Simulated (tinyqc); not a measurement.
Orbital energy against energy difference: ionisation energy by orbital energies and by energy differences in the 6-31g basis, for LiH, spin multiplicity 1. Computed by the program tinyqc with PySCF. 

Geometry (angstrom):
```
atom       x       y       z
Li    0.0000  0.0000  0.0000
H     0.0000  0.0000  1.3950
```

CCSD(T) difference in the same basis = 7.8312 eV

IP-EOM-CCSD = 7.8310 eV

The cation is unrestricted; errors are against CCSD(T) in this basis, not against experiment.

First vertical ionisation energy (eV):
```
method     -e(HOMO)  E(cation) - E  error of -e(HOMO)  error of the difference
HF            8.466        7.34156              0.635                   -0.490
LDA           4.541        8.55010             -3.290                    0.719
PBE           4.535        8.38988             -3.296                    0.559
B3LYP         5.511        8.63581             -2.320                    0.805
PBE0          5.651        8.34909             -2.180                    0.518
CAM-B3LYP     7.082        8.61940             -0.749                    0.788
LC-wPBE       8.415        8.43080              0.584                    0.600
```

Koopmans errs by +0.64 eV and Delta-HF by -0.49 eV: relaxation, 1.12 eV, lowers the value and the missing correlation difference works against it. The PBE level is off by -3.3 eV through the wrong tail of its potential, though its energy difference is off by +0.56 eV; exact exchange deepens the level, and among the orbital energies LC-wPBE comes closest; among the differences HF does.
